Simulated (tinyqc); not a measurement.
Inside a calculation. Method: CCSD on RHF in the sto-3g basis, frozen core, for CH3-, spin multiplicity 1. The basis has no diffuse functions, so it cannot describe the extra electron: this is an exercise in the method, not the real anion. One step of it, computed by the program tinyqc.

Question. CCSD: starting amplitudes. t_ij^ab = <ij||ab> / (e_i + e_j - e_a - e_b), whose energy is MP2.

orbital energies (hartree): MO1 -10.353688, MO2 -0.435329, MO3 -0.112266, MO4 -0.112264, MO5 0.225887, MO6 1.190656, MO7 1.323694, MO8 1.323703

Two-electron integrals over orbitals (pq|rs), unique and non-zero (hartree); the lowest 1 orbital is frozen and left out:
```
(22|22) 0.504151    (32|32) 0.128351    (33|22) 0.490964    (33|33) 0.543760
(42|22) 0.000010    (42|33) -0.066608   (42|42) 0.128357    (43|32) -0.066611
(43|43) 0.052859    (44|22) 0.490976    (44|33) 0.438058    (44|42) 0.066605
(44|44) 0.543758    (52|22) -0.008483   (52|33) -0.003377   (52|42) 1.32e-07
(52|44) -0.003377   (52|52) 0.083844    (53|32) -0.000833   (53|43) 0.001593
(53|53) 0.020400    (54|22) -5.67e-08   (54|33) 0.001593    (54|42) -0.000832
(54|44) -0.001593   (54|52) -1.37e-06   (54|54) 0.020400    (55|22) 0.531594
(55|33) 0.489634    (55|42) 1.54e-06    (55|44) 0.489639    (55|52) 0.021932
(55|54) -1.14e-06   (55|55) 0.675579    (62|22) 0.066643    (62|33) 0.038158
(62|42) -4.16e-06   (62|44) 0.038168    (62|52) -0.004774   (62|54) -1.32e-06
(62|55) 0.131172    (62|62) 0.078224    (63|32) -0.041633   (63|43) 0.040813
(63|53) 0.002397    (63|63) 0.059544    (64|22) -0.000022   (64|33) 0.040787
(64|42) -0.041606   (64|44) -0.040810   (64|52) -2.20e-06   (64|54) 0.002396
(64|55) -0.000036   (64|62) -0.000031   (64|64) 0.059513    (65|22) -0.013135
(65|33) -0.005472   (65|42) -3.06e-06   (65|44) -0.005475   (65|52) 0.073412
(65|54) -0.000007   (65|55) 0.005759    (65|62) -0.013696   (65|64) 1.48e-06
(65|65) 0.073396    (66|22) 0.491318    (66|33) 0.482243    (66|42) -0.000055
(66|44) 0.482186    (66|52) -0.017385   (66|54) 9.23e-07    (66|55) 0.519561
(66|62) 0.054661    (66|64) 0.000006    (66|65) -0.021426   (66|66) 0.501701
(72|32) 0.008699    (72|43) 0.021024    (72|53) 0.004850    (72|63) 0.043539
(72|72) 0.051915    (73|22) 0.065353    (73|33) 0.019238    (73|42) 0.051558
(73|44) 0.065235    (73|52) 0.008736    (73|54) -0.001564   (73|55) 0.116546
(73|62) 0.072485    (73|64) -0.029388   (73|65) -0.000820   (73|66) 0.046442
(73|73) 0.110255    (74|32) 0.051558    (74|43) -0.023001   (74|53) -0.001564
(74|63) -0.029385   (74|72) -0.004172   (74|74) 0.036766    (75|32) 0.011742
(75|43) -0.005087   (75|53) 0.018607    (75|63) -0.002682   (75|72) 0.004201
(75|74) 0.004519    (75|75) 0.025064    (76|32) 0.110225    (76|43) -0.057472
(76|53) -0.001132   (76|63) -0.039985   (76|72) 0.004860    (76|74) 0.050464
(76|75) 0.010402    (76|76) 0.109097    (77|22) 0.518600    (77|33) 0.539623
(77|42) -0.023008   (77|44) 0.476161    (77|52) 0.003958    (77|54) 0.002494
(77|55) 0.550699    (77|62) 0.074779    (77|64) 0.034285    (77|65) -0.002543
(77|66) 0.516247    (77|73) 0.072844    (77|77) 0.595285    (82|22) 0.000021
(82|33) 0.021038    (82|42) 0.008693    (82|44) -0.021015   (82|52) -7.44e-07
(82|54) 0.004850    (82|55) 0.000038    (82|62) 0.000010    (82|64) 0.043539
(82|65) -4.47e-06   (82|66) 0.000014    (82|73) -0.004153   (82|77) 0.029641
(82|82) 0.051915    (83|32) 0.051549    (83|43) -0.022991   (83|53) -0.001563
(83|63) -0.029370   (83|72) -0.004160   (83|74) 0.031909    (83|75) 0.004519
(83|76) 0.050455    (83|83) 0.036751    (84|22) 0.065343    (84|33) 0.065244
(84|42) -0.051572   (84|44) 0.019230    (84|52) 0.008737    (84|54) 0.001564
(84|55) 0.116543    (84|62) 0.072485    (84|64) 0.029357    (84|65) -0.000817
(84|66) 0.046492    (84|73) 0.041566    (84|77) 0.085657    (84|82) 0.004203
(84|84) 0.110271    (85|22) -2.52e-06   (85|33) -0.005088   (85|42) 0.011742
(85|44) 0.005084    (85|52) 0.000020    (85|54) 0.018607    (85|55) 1.92e-06
(85|62) -4.69e-06   (85|64) -0.002679   (85|65) 0.000013    (85|66) -0.000011
(85|73) 0.004519    (85|77) -0.000224   (85|82) 0.004200    (85|84) -0.004520
(85|85) 0.025063    (86|22) 1.84e-06    (86|33) -0.057456   (86|42) 0.110215
(86|44) 0.057439    (86|52) -0.000005   (86|54) -0.001131   (86|55) -0.000006
(86|62) -0.000007   (86|64) -0.039940   (86|65) -0.000008   (86|66) -0.000059
(86|73) 0.050452    (86|77) -0.021427   (86|82) 0.004871    (86|84) -0.050480
(86|85) 0.010402    (86|86) 0.109074    (87|32) -0.022980   (87|43) 0.031720
(87|53) 0.002495    (87|63) 0.034302    (87|72) 0.029619    (87|74) -0.006392
(87|75) -0.000221   (87|76) -0.021407   (87|83) -0.006382   (87|87) 0.034434
(88|22) 0.518603    (88|33) 0.476126    (88|42) 0.023070    (88|44) 0.539655
(88|52) 0.003958    (88|54) -0.002496   (88|55) 0.550699    (88|62) 0.074792
(88|64) -0.034354   (88|65) -0.002543   (88|66) 0.516224    (88|73) 0.085678
(88|77) 0.526384    (88|82) -0.029594   (88|84) 0.072806    (88|85) 0.000228
(88|86) 0.021464    (88|88) 0.595307
```

Give: Starting amplitudes; correlation energy.

Answer.

Starting amplitudes (spin orbitals 1a, 1b, ...; amplitudes related by a flip of all spins are not repeated; the 24 largest):

| from | to | t |
|---|---|---|
| 4a 4b | 8a 8b | -0.0384 |
| 3a 3b | 7a 7b | -0.0384 |
| 5a 5b | 6a 6b | -0.0380 |
| 2a 2b | 6a 6b | -0.0241 |
| 2a 3b | 6a 7b | -0.0237 |
| 2a 4b | 6a 8b | -0.0237 |
| 3a 3b | 6a 6b | -0.0229 |
| 4a 4b | 6a 6b | -0.0228 |
| 2a 2b | 7a 7b | -0.0148 |
| 2a 2b | 8a 8b | -0.0148 |
| 3a 4b | 7a 8b | -0.0145 |
| 2a 3b | 6b 7a | 0.0142 |
| 2a 4b | 6b 8a | 0.0142 |
| 4a 4b | 7a 7b | -0.0128 |
| 3a 3b | 8a 8b | -0.0128 |
| 5a 5b | 7a 7b | -0.0114 |
| 5a 5b | 8a 8b | -0.0114 |
| 3a 4b | 7b 8a | 0.0111 |
| 3a 4b | 6b 7a | -0.0107 |
| 3a 4b | 6a 7b | 0.0107 |
| 3a 3b | 6a 8b | 0.0107 |
| 4a 4b | 6a 8b | -0.0107 |
| 2a 3a | 6a 7a | -0.0095 |
| 2a 4a | 6a 8a | -0.0095 |

correlation energy = -0.034134 hartree
